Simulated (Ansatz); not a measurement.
Ansatz (a first-principles code) input (PBE/aug-cc-pVTZ):

Ansatz 0.2 input:
```yaml
crystal:
  periodic: [false, false, false]
  atoms:
    - {symbol: O, position_ang: [0.00702152, 0.00134342, 0.11666744]}
    - {symbol: H, position_ang: [-0.04995842, 0.75929218, -0.47415850]}
    - {symbol: H, position_ang: [-0.00621371, -0.77003954, -0.45918106]}
basis:
  gaussian:
    orbitals: aug-cc-pVTZ
hamiltonian:
  xc: {name: PBE}
magnetization: {spin_polarized: false}
```

Output:

```
Functional definition: PBE
integrals: 0.01 GiB planned
347 factors; their error is unknown
mean field: 0.15 GiB planned
mean field evaluation 1: about -2072.6223 eV, gradient 6.1e1 eV
mean field evaluation 2: about -2042.9974 eV, gradient 1.3e2 eV
mean field evaluation 4: about -2078.4150 eV, gradient 1.2e0 eV
mean field evaluation 8: about -2078.4123 eV, gradient 1.7e-2 eV
mean field -2078.41233385 eV, -76.3802444707 hartree, gradient 8.1e-6 eV, S^2 0.000000; 0 other end points of the search recorded, 0 dependent functions left out
reference -2078.41236956 eV, -76.3802457828 hartree; 5, 5 occupied and 87, 87 virtual orbitals, 347 factors
Total energy: -2078.41236956 eV, -76.3802457828 hartree
```
